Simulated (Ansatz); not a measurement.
Elastic constant C44 of zinc-blende BAs: levels of theory against measurement

Reference value: 149 GPa (measured, room temperature, no zero-point or thermal correction, our sources range from 149 to 173; as tabulated in Kang et al. (2019), arXiv:1911.11281).

| level (code) | value (GPa) | cell (Å³/atom) | difference (%) |
|---|---|---|---|
| LDA (Ansatz) | 156 | 13.25 | +4.7 |
| PBE (Ansatz) | 145 | 13.90 | -2.7 |
| PBE-D3(BJ) (Ansatz) | 154 | 13.52 | +3.4 |
| r²SCAN+rVV10 (Ansatz) | 159 | 13.61 | +6.7 |
| HSE06 (Ansatz) | 160 | 13.58 | +7.4 |

The levels aren't ranked against this reference (sources at odds).

The reference isn't brought to a static lattice, while the calculations are for one, so the differences are not the levels' errors alone. A static lattice is as a rule stiffer than a warm one, by over a tenth in soft solids.  PBE-D3(BJ): the dispersion coefficients are held fixed in the derivatives. Each level is taken at its own relaxed cell. Cutoffs and k meshes differ between the levels. Ansatz's density-functional and Hartree–Fock values are scalar-relativistic unless marked +SOC, with PAW data made under PBE.

Differences are worked out from the printed values.

Ansatz is a first-principles code.
